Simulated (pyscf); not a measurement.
1,3-butadiene (H₂C=CH–CH=CH₂) + water (H₂O) → H₂C=CH–CH(CH₃)–OH (addition across a multiple bond or ene-type step; singlet surface; H–O broken, C–H, C–O formed). PySCF, gas phase, ωB97X-D3(BJ)/def2-SVP geometries. Energies in kJ/mol from the separated reactants.

```
level                   barrier  reaction energy
----------------------  -------  ---------------
ωB97X-D3(BJ)/def2-TZVP      [?]            -68.3
PBE/def2-TZVP             197.5            -49.5
r²SCAN/def2-TZVP          209.6            -57.3
PBE0-D3(BJ)/def2-TZVP     215.7            -66.5
ωB97M-D3(BJ)/def2-TZVP      [?]              [?]
HF/def2-TZVP              325.8            -39.3
```

**Question.** Complete the blanks.

**Answer.** 
- ωB97X-D3(BJ)/def2-TZVP, barrier: 229.7
- ωB97M-D3(BJ)/def2-TZVP, barrier: 228.2
- ωB97M-D3(BJ)/def2-TZVP, reaction energy: -58.4

The functionals in the table span 32.2 kJ/mol in this barrier, from PBE to ωB97X-D3(BJ)/def2-TZVP. H₂C=CH–CH(CH₃)–OH lies 78.3 kJ/mol over its isomer H₃C–CH₂–C(CH₃)=O (electronic energy, ωB97M-D3(BJ)/def2-TZVP). One saddle was located; it need not be the lowest between these sides.
